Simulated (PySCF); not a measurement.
## Structure from NMR data

The spectra below were simulated for a compound C$_{4}$H$_{7}$F.

$^{1}$H NMR (500 MHz, computed): δ 5.93 (m, 1H), 5.72 (m, 1H), 5.02 (m, 2H), 1.74 (m, 3H).

$^{13}$C{$^{1}$H} NMR (computed): δ 135.4 (CH, d, J = 19.7 Hz), 135.2 (CH, d, J = 9.8 Hz), 78.8 (CH2, d, J = 229.0 Hz), 15.7 (CH3).

Computed data (PySCF 2.14): GIAO PBE0/pcSseg-1 shieldings, J: B3LYP/pcJ-1 (spin–dipole term only in couplings to heteroatoms), PBE0-D3(BJ)/def2-SVP geometry. Non-relativistic Hamiltonian, one averaged value for each set of equivalent atoms, a single conformation, in vacuum.

References, each an isolated molecule treated in the same way: TMS for $^{1}$H (31.27 ppm), $^{13}$C (184.41 ppm).

Question: Propose a structure and justify it.

Answer: 
Rings plus π bonds: 1 (no ring in the answer). 4 carbon signals for 4 carbons: no two carbons are equivalent. Carbon types of the structure: 2 × CH, 1 × CH2, 1 × CH3, which accounts for all hydrogens. δC 135.4, 135.2: alkene CH; as expected for a trigonal carbon in a double bond. δC 78.8: allylic sp3 CH2 bonded to F; pulled downfield by the heteroatom. δC 15.7: allylic methyl carbon; saturated and bonded to C and H only. δH 5.93, 5.72: hydrogen on an alkene CH; olefinic region. δH 5.02: hydrogen on an allylic sp3 CH2 bonded to F; its carbon carries F, an electronegative neighbour. δH 1.74: hydrogen on an allylic methyl carbon; allylic position.

The compound is SMILES C(=C/C)/CF.

The data come from this structure; uniqueness wasn't tested.

C–F couplings over four or more bonds (about 3 Hz to the para carbon of a fluoroarene) are left out. Common functionals overestimate the size of one-bond C–F couplings by tens of Hz; these are unscaled. Multiplet labels drop couplings under 1 Hz and merge nearly equal ones. Unscaled 3J(H,H) at this level run about 10 % above measured values. Shifts are as computed. Against solution values, carbons near 30 ppm lie about +2 ppm off and those near 130 ppm about +5 ppm. Of 1211 compounds with measured shifts, 218 miss one by over three times the rms of a fit or turn the order of signals round; such compounds aren't used in these exercises. Couplings across =CH–CH2 type bonds come from one rotamer and its mirror image, and can be 1–2 Hz further off. Vicinal couplings across rotatable single bonds and in flexible rings belong to the one computed conformer; a conformer average would change them.
